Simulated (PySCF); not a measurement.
# What binds Si2: the parts of the energy along the bond

State: triplet, unpaired electrons π ↑↑. ROHF-based CCSD(T) in PySCF 2.14 with Si cc-pV(T+d)Z and Si cc-pV(Q+d)Z (frozen core orbitals: 10; no relativity). Correlation energies are extrapolated as n⁻³ (n = 3, 4), Hartree–Fock as (n+1)·exp(−9√n). CV is the change on freezing 2 orbitals instead, in Si cc-pwCVTZ. SR is the spin-free X2C energy in Si cc-pVTZ-DK less the non-relativistic one in Si cc-pVTZ. All energies in eV from Si + Si.

```json
{"R (Å)": "1.9941", "HF/CBS": "-1.393", "CCSD corr.": "-1.116", "(T)": "-0.1483", "CV": "-0.0429", "SR": "0.0042", "total": "-2.696"}
{"R (Å)": "2.0847", "HF/CBS": "-1.779", "CCSD corr.": "-1.123", "(T)": "-0.1599", "CV": "-0.0284", "SR": "0.0060", "total": "-3.084"}
{"R (Å)": "2.1754", "HF/CBS": "-1.941", "CCSD corr.": "-1.139", "(T)": "-0.1740", "CV": "-0.0172", "SR": "0.0068", "total": "-3.264"}
{"R (Å)": "2.2660", "HF/CBS": "-1.939", "CCSD corr.": "-1.163", "(T)": "-0.1905", "CV": "-0.0088", "SR": "0.0071", "total": "-3.294"}
{"R (Å)": "2.3566", "HF/CBS": "-1.821", "CCSD corr.": "-1.195", "(T)": "-0.2094", "CV": "-0.0026", "SR": "0.0068", "total": "-3.221"}
{"R (Å)": "2.4699", "HF/CBS": "-1.559", "CCSD corr.": "-1.245", "(T)": "-0.2362", "CV": "0.0028", "SR": "0.0062", "total": "-3.031"}
{"R (Å)": "2.5832", "HF/CBS": "-1.215", "CCSD corr.": "-1.304", "(T)": "-0.2662", "CV": "0.0064", "SR": "0.0053", "total": "-2.774"}
```

A fit to the total gives Re = 2.2427 Å, De = 3.298 eV, ωe = 518.5 cm⁻¹, Be = 0.2396 cm⁻¹ (masses 27.9769 and 27.9769 u).

Task: At R = 2.2660 Å the CCSD correlation energy is -0.192905 hartree in the smaller basis and -0.201071 in the larger. Extrapolate it.

Result: (4³·E4 − 3³·E3)/(4³ − 3³) = -0.20703 hartree; the larger basis holds 97.1 % of it.

The T1 diagnostic is 0.021. The state was picked by a PBE0 search and need not be the measured ground state. Spin–orbit coupling, excitations beyond (T) and corrections to the Born–Oppenheimer picture are left out.
